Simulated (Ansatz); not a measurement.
A made-up structure of LiSiNH$_{3}$, doublet:

```
6
angstrom
Li -1.3373 -0.5351 0.9870
N -0.2304 -0.9004 -0.3490
Si 0.7725 0.3858 0.0751
H 2.0603 0.2986 0.6670
H 0.8523 1.5894 -0.8367
H -0.0373 0.9097 1.2914
```

It is relaxed with PBE-D4/def2-SVP and then PBE0-D4/def2-TZVP (Ansatz 0.2.0). Atoms count as bonded within 1.22 times the sum of their covalent radii (H–H: 0.88 Å). The end point is not checked to be a true minimum.

(1) Does its bonding change? (A judgement: the text doesn't fix the answer.)

Answers

(1) The calculation gives: Yes. Formed: none; broken: Li1–Si3.

Where it ends: The first stage lowers the energy by 0.55 eV in 15 steps. It ends as LiSiNH₃ ([Li][N][SiH3]):
```
atom    x (Å)    y (Å)    z (Å)
 Li1  -1.8335  -1.5624   0.3884
  N2  -0.4834  -0.4767   0.2811
 Si3   0.7897   0.6447   0.2650
  H4   2.1654   0.0681   0.4305
  H5   0.8777   1.5091  -0.9588
  H6   0.5642   1.5651   1.4287
```

Labels in which every atom is bracketed show which atoms are joined, not bond orders.

For scale, one of the runs: PBE0-D4/def2-TZVP relaxation, 100 basis functions, launched by `ansatz run in.yaml --threads 2 --pin off --events-out ev --progress --plain --max-ram 4352MiB`. Hardware: 2 CPU threads of an Intel Xeon 6975P-C, shared host. Wall time about 14 s.
